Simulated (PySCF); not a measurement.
Working out the ionisation energy of O

O [He] 2s2 2p4 (3P) → O+ [He] 2s2 2p3 (4S). All numbers are calculated (PySCF 2.14, the spin-free X2C one-electron Hamiltonian (Gaussian nucleus), in jorge-DZP-DKH (4s2p1d, 15 functions)). Frozen: 1s2. Energies in hartree (1 hartree = 27.21139 eV):

| part | O (lower) | O+ (upper) |
| --- | --- | --- |
| UHF | -74.857166 | -74.416621 |
| CCSD correlation | -0.112885 | -0.081106 |
| (T) | -0.001142 | -0.000502 |

Task: What does Hartree-Fock give?

Result: (-74.416621) − (-74.857166) = 0.440545 hartree = 11.988 eV.

Task: What do CCSD and CCSD(T) give?

Result: The CCSD correlation energies differ by 0.031779 hartree = 0.865 eV and the triples by 0.000640 hartree = 0.017 eV, so CCSD gives 12.853 eV and CCSD(T) 12.870 eV.

Measured between the centres of the two terms (NIST): 13.608 eV, so CCSD(T) (valence) is off by -0.738 eV.

A double-zeta basis recovers only part of the correlation energy.

What remains against the reference includes basis incompleteness, the frozen core and higher excitations.
